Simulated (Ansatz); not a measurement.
Isomers of C$_{3}$H$_{7}$N, relaxed with PBE0-D4/def2-TZVP in Ansatz; electronic energies, one conformer each and not always the lowest. Functionals use def2-TZVPP; CBS adds triple-zeta CCSD(T) − MP2 to the MP2 limit of def2-TZVPP and def2-QZVPP.

(1) Order them by energy at frozen-core CCSD(T)/CBS, lowest first. (Best estimate.)
A. `C=NCC`
B. `C1CNC1`
C. `C=CNC`
D. `NC1CC1`
E. `CC(C)=N`
F. `C/C=C/N`
G. `C/C=N/C`

(2) How do r2SCAN-D4, B2PLYP, MP2/CBS(def2), B3LYP place them (kcal/mol, against `CC(C)=N`)? (Estimate.)

Results:

(1) E (0.0 kcal/mol), F (7.1 kcal/mol), G (9.1 kcal/mol), A (13.0 kcal/mol), C (15.2 kcal/mol), D (17.6 kcal/mol), B (22.7 kcal/mol).

(2) The calculation gave: 
| isomer | r2SCAN-D4 | B2PLYP | MP2/CBS(def2) | B3LYP |
| --- | --- | --- | --- | --- |
| `NC1CC1` | 16.9 | 18.6 | 15.1 | 19.3 |
| `C/C=C/N` | 6.3 | 6.6 | 6.5 | 5.7 |
| `C/C=N/C` | 8.8 | 8.1 | 9.4 | 7.5 |
| `C=CNC` | 14.0 | 14.1 | 15.0 | 12.9 |
| `C=NCC` | 14.0 | 12.6 | 13.4 | 12.4 |
| `C1CNC1` | 23.9 | 24.4 | 21.7 | 25.2 |

B3LYP here is the variant with VWN-RPA as its local correlation; programs differ in this.
